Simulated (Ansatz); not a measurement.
in.yaml

```yaml
crystal:
  periodic: [false, false, false]
  atoms:
    - {symbol: C, position_ang: [0.000000, -0.180194, 0.000000]}
    - {symbol: H, position_ang: [0.000000, 1.073601, -1.537112]}
    - {symbol: H, position_ang: [0.000000, 1.073601, 1.537112]}
basis:
  gaussian: {orbitals: cc-pVDZ}
magnetization: {spin_polarized: true, initial_magnetization: 0}
hamiltonian: {xc: {name: PBE0}}
output: {orbitals: {seedname: orbitals}}
```

```sh
$ ansatz run in.yaml --threads 1 --pin off --events-out ev --progress --plain --max-ram 2393MiB
```

Log:

```
224 factors; integrals over basis functions are off by at most 4.1e-4 eV
mean field evaluation 1: about -1056.9638 eV, gradient 6.2e0 eV
mean field evaluation 2: about -1054.4985 eV, gradient 1.9e1 eV
mean field evaluation 4: about -1057.3205 eV, gradient 2.9e-2 eV
mean field evaluation 8: about -1057.3202 eV, gradient 1.7e-3 eV
mean field evaluation 16: about -1057.3484 eV, gradient 2.4e-1 eV
mean field evaluation 32: about -1057.4730 eV, gradient 1.0e-1 eV
mean field evaluation 64: about -1057.3956 eV, gradient 1.8e-1 eV
mean field evaluation 96: about -1057.4748 eV, gradient 3.0e-5 eV
mean field -1057.47481656 eV, -38.8614827265 hartree, gradient 1.2e-5 eV, S^2 0.719448; 13 other end points of the search recorded, 0 dependent functions left out
reference -1057.47483718 eV, -38.8614834842 hartree; 4, 4 occupied and 20, 20 virtual orbitals, 224 factors
Total energy: -1057.47483718 eV, -38.8614834842 hartree
```

Ran on 1 thread of Arm Neoverse V2, shared host: 1.9 s wall, 0.06 GiB peak host memory.
